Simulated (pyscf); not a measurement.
PySCF, gas phase, ωB97X-D3(BJ)/def2-SVP geometries.

**Question.** Estimate by transition-state theory the rate constant of H₃C–Zn–Cl (SMILES [CH3][Zn][Cl]) + HCl (SMILES Cl) → CH₄ (SMILES C) + Cl–Zn–Cl (SMILES [Cl][Zn][Cl]) (singlet surface; C–Zn, Cl–H broken, C–H, Cl–Zn formed) at 298 K, with ωB97M-D3(BJ)/def2-TZVP energies (ideal gas, 1 atm, RRHO with modes under 100 cm⁻¹ raised to 100, one conformer, R ln 2 for rigid chiral ones; no tunnelling).

**Answer.** The electronic barrier is 13.9 kcal/mol and the thermal terms add +7.5, so ΔG‡ = 21.4 kcal/mol. With k_BT/h = 6.21e+12 s⁻¹ and RT = 0.592 kcal/mol, and a volume of 4.06e-20 cm³ per molecule at 1 atm, k = 4.8e-23 cm³ molecule⁻¹ s⁻¹. Wigner's tunnelling factor for 1126i cm⁻¹ would be 2.23, likely too low at so high a frequency. A shift of 1 kcal/mol in the barrier changes k by a factor 5.4. This is the saddle that the search found; another between the same sides may lie lower. Elements up to Kr have no core potential and no relativistic terms here.
